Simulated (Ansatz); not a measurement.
Results of PBE (Ansatz, a first-principles code, PAW) for zinc-blende HgS (metastable phase).

Numerical settings: plane-wave cutoff 520 eV, 20×20×20 k mesh, Fermi–Dirac smearing 0.05 eV, scalar-relativistic PAW data made under PBE.

The cell has the measured lattice: a = b = c = 5.841 Å, α = β = γ = 90.00°.

### Question
Give the computed Voigt–Reuss–Hill bulk modulus, Voigt–Reuss–Hill shear modulus (Hill average), elastic constant C44, elastic constant C12 and elastic constant C11.

### Answer

- Voigt–Reuss–Hill bulk modulus = 72.1 GPa
- Voigt–Reuss–Hill shear modulus (Hill average) = 11.8 GPa
- elastic constant C44 = 18.9 GPa
- elastic constant C12 = 68.3 GPa
- elastic constant C11 = 79.8 GPa

Measured, for comparison: elastic constant C44 24.2 GPa, elastic constant C12 51.9 GPa, elastic constant C11 67.5 GPa (room temperature, no zero-point or thermal correction, iron-doped crystal; as tabulated in Elastic Constants of beta-HgS, Acta Phys. Pol. A 94). Computed (rounded) less measured: elastic constant C44 -22 %, elastic constant C12 +32 %, elastic constant C11 +18 %.

Note: the solid has no gap at this level, which affects its response; the cell isn't this level's own, so it is under some stress, which shifts stiffness and frequencies.

Elastic constants are with the ions relaxed.

Spin–orbit coupling is not included; it can shift volumes and moduli of such heavy elements.

Static lattice: no zero-point or thermal effects.
